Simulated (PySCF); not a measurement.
**Excitation energies in several basis sets**

Compound: 2-methylpentane, C6H14.
InChI=1S/C6H14/c1-4-5-6(2)3/h6H,4-5H2,1-3H3

TDDFT with PBE0 (PySCF), vertical singlets, core orbitals frozen in the response, spherical d and f functions. Isolated species at its PBE0-D3(BJ)/def2-SVP geometry (one conformer only).

```json
{"basis": "6-31G*", "functions": "112", "diffuse": "no", "S1 (eV)": "9.94", "S2 (eV)": "10.10", "S3 (eV)": "10.11", "S4 (eV)": "10.50", "S5 (eV)": "10.69", "LUMO (eV)": "2.69", "α (au)": "65.2"}
{"basis": "6-31+G*", "functions": "136", "diffuse": "yes", "S1 (eV)": "8.17", "S2 (eV)": "8.32", "S3 (eV)": "8.32", "S4 (eV)": "8.57", "S5 (eV)": "8.65", "LUMO (eV)": "0.52", "α (au)": "71.8"}
{"basis": "def2-SVP", "functions": "154", "diffuse": "no", "S1 (eV)": "9.24", "S2 (eV)": "9.37", "S3 (eV)": "9.38", "S4 (eV)": "9.72", "S5 (eV)": "9.91", "LUMO (eV)": "1.78", "α (au)": "68.1"}
{"basis": "def2-SVPD", "functions": "232", "diffuse": "yes", "S1 (eV)": "8.43", "S2 (eV)": "8.56", "S3 (eV)": "8.57", "S4 (eV)": "8.85", "S5 (eV)": "8.96", "LUMO (eV)": "0.80", "α (au)": "76.6"}
{"basis": "aug-cc-pVDZ", "functions": "264", "diffuse": "yes", "S1 (eV)": "7.73", "S2 (eV)": "7.86", "S3 (eV)": "7.88", "S4 (eV)": "8.13", "S5 (eV)": "8.17", "LUMO (eV)": "-0.02", "α (au)": "78.5"}
{"basis": "def2-TZVP", "functions": "270", "diffuse": "no", "S1 (eV)": "8.68", "S2 (eV)": "8.82", "S3 (eV)": "8.85", "S4 (eV)": "9.16", "S5 (eV)": "9.28", "LUMO (eV)": "1.17", "α (au)": "75.6"}
```

**Question.** Compare the sets with the largest diffuse one.

**Answer.** States are compared by their number. Against the largest diffuse basis here (aug-cc-pVDZ, itself not a converged limit), sets without diffuse functions differ by up to 2.20 eV in S1 and 2.53 eV in S5; the smaller diffuse sets differ by up to 0.70 and 0.79 eV. State by state, the largest deviation of a set without diffuse functions is S1 2.20, S2 2.24, S3 2.23, S4 2.37, S5 2.53 eV. The same number needn't mean the same state in each row. Against aug-cc-pVDZ the polarisability deviates by -17% in 6-31G*, -8% in 6-31+G*, -13% in def2-SVP, -2% in def2-SVPD, -4% in def2-TZVP. A single + in a Pople set puts diffuse functions on heavy atoms only.
